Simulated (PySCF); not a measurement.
Molecule: `[C-]#CC=C`, [C₄H₃]-.

Geometry:
```csv
atom,x (Å),y (Å),z (Å)
C1,2.696,-0.084,-0.006
C2,1.460,0.140,-0.015
C3,0.082,0.448,-0.022
C4,-0.978,-0.397,-0.084
H5,-0.176,1.522,0.030
H6,-2.006,-0.017,-0.081
H7,-0.835,-1.480,-0.138
```

Total charge -1.

Geometry PBE0-D3(BJ)/def2-SVP throughout; GIAO in PySCF 2.14.0 with density-fitted response routines, gas phase, one conformer, non-relativistic; equivalent atoms averaged; functional PBE0.

Task: How do the shifts δ (against TMS at the same level) depend on the basis set? (ppm; last column core-seconds on shared hosts with different chips, so compare them loosely)

Result: 
```csv
basis set,functions,C1,C3,C2,C4,H5,H7,H6,core-s
STO-3G,23,255.1,99.2,91.4,88.3,4.41,3.11,3.06,1.2
6-31G,42,218.3,121.2,112.2,96.5,5.90,4.22,3.66,2.1
pcSseg-0,42,239.0,137.1,125.3,109.5,5.79,4.21,3.80,1.3
6-31G*,62,216.7,118.9,103.6,92.9,5.41,3.72,3.23,2.8
def2-SVP,71,216.4,124.9,107.9,95.6,5.50,3.84,3.31,3
cc-pVDZ,71,221.3,125.5,109.1,96.5,5.65,3.98,3.39,2.2
pcSseg-1,83,235.6,133.4,115.0,101.6,5.72,4.20,3.53,3.2
aug-cc-pVDZ,119,201.4,126.8,107.2,96.2,6.51,4.62,3.95,3.9
"6-311+G(2d,p)",126,214.7,132.6,116.2,100.1,6.34,4.50,3.81,5.9
def2-TZVP,142,221.6,133.6,114.7,99.8,6.16,4.32,3.75,7.2
cc-pVTZ,162,223.1,132.3,114.6,99.2,6.08,4.23,3.69,6
IGLO-III,170,222.2,136.9,118.8,103.6,6.25,4.43,3.82,6.1
pcSseg-2,186,226.6,138.0,119.7,104.2,6.19,4.43,3.76,11
```

Task: Which nucleus moves most, in ppm?

Result: C1 (carbanion centre): from 201.4 ppm with aug-cc-pVDZ to 255.1 ppm with STO-3G. The smallest spread is 0.90 ppm, at H6. Proton shifts span only some 12 ppm, so a few tenths of a ppm matter as much there as several ppm in carbon.

Task: Taking the largest basis, pcSseg-2 (186 functions), as the yardstick, rank the others by their worst heavy-atom deviation.

Result: IGLO-III 4.4 ppm (170 functions), def2-TZVP 5.0 ppm (142 functions), cc-pVTZ 5.7 ppm (162 functions), pcSseg-1 9.0 ppm (83 functions), 6-311+G(2d,p) 11.9 ppm (126 functions), pcSseg-0 12.5 ppm (42 functions), cc-pVDZ 12.6 ppm (71 functions), def2-SVP 13.2 ppm (71 functions), 6-31G 16.8 ppm (42 functions), 6-31G* 19.1 ppm (62 functions), aug-cc-pVDZ 25.2 ppm (119 functions), STO-3G 38.8 ppm (23 functions).

A small basis that lands close on one nucleus may do so by chance; judge by the trend and by all nuclei.
